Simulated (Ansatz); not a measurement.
Basis-set extrapolation for C$_{3}$H$_{2}$S (PBE0-D4/def2-TZVP geometry, frozen core, Ansatz). Multiplicity 1, RHF reference.

|  | def2-TZVPP | def2-QZVPP |
| --- | --- | --- |
| HF | -512.133210 | -512.149740 |
| MP2 correlation | -0.647149 | -0.692219 |
| CCSD(T) correlation | -0.700636 | not run |

Energies in hartree. Use E(X) = E(∞) + A·exp(−7.88·√X) for Hartree–Fock and E(X) = E(∞) + B·X^(−2.97) for correlation, with X = 3 and 4, and add CCSD(T) minus MP2 of the smaller set to the MP2 limit.

What is the CCSD(T) energy at the basis-set limit?

HF limit: -512.149740 + (-0.016530) × 0.13774 = -512.15202. MP2 limit: -0.692219 + (-0.045070) × 0.74074 = -0.72560. Higher-order term: -0.700636 − (-0.647149) = -0.05349. Total: -512.93111 hartree, 255.4 kJ/mol below CCSD(T)/def2-TZVPP.
